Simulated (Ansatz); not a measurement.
Total energies of C$_{2}$H$_{5}$F$_{2}$NO, SMILES `NCC(O)(F)F`.

```xyz
11

N    -0.758   -0.452   -1.022
C     0.117    0.548   -0.438
C     0.449    0.109    0.981
O     0.753   -1.200    1.059
F    -0.622    0.395    1.791
F     1.475    0.831    1.469
H    -1.719   -0.314   -0.738
H    -0.723   -0.440   -2.031
H     1.057    0.568   -0.992
H    -0.288    1.564   -0.405
H     0.259   -1.611    0.325
```

The species carries charge 0 and has multiplicity 1. The geometry is a stationary point of PBE0-D4/def2-TZVP. It is one conformer, not always the lowest. Basis def2-TZVPP, Ansatz.

RPA on PBE orbitals: Hartree–Fock energy of these orbitals -406.95831 Eh, correlation -1.97408 Eh (frozen core).

```
functional  energy without D4 (Eh)  D4 term (kJ/mol)
       PBE              -408.64632             -18.2
      BLYP              -408.99324             -41.6
    r2SCAN              -408.88661              -4.6
    B97M-V              -408.97437                 –
   r2SCANh              -408.86473              -4.7
     BHLYP              -408.88685             -19.1
 CAM-B3LYP              -408.94977             -14.8
   LC-ωPBE              -408.85310                 –
   ωB97M-V              -408.95744                 –
    B2PLYP              -408.81170                 –
```

(1) Give the same for LDA (SPW92), revPBE, PBE0, B3LYP, r2SCAN0, HSE06 (plane-wave form), ωB97X-V, PBE-QIDH. (Estimate.)

B3LYP takes the VWN-RPA correlation (the form of Gaussian; ORCA's B3LYP/G). HSE06 is the plane-wave form, built on full-range PBE exchange. The double hybrids freeze the cores in their second-order part.

Results:

(1) The calculation gave: 
| functional | energy without D4 (Eh) | D4 term (kJ/mol) |
| --- | --- | --- |
| LDA (SPW92) | -406.11803 | – |
| revPBE | -408.94181 | -67.3 |
| PBE0 | -408.65681 | -15.1 |
| B3LYP | -409.08027 | -29.0 |
| r2SCAN0 | -408.83342 | -5.2 |
| HSE06 (plane-wave form) | -408.63841 | -13.8 |
| ωB97X-V | -408.95054 | – |
| PBE-QIDH | -408.60493 | – |

LC-ωPBE has ω = 0.4 bohr⁻¹.
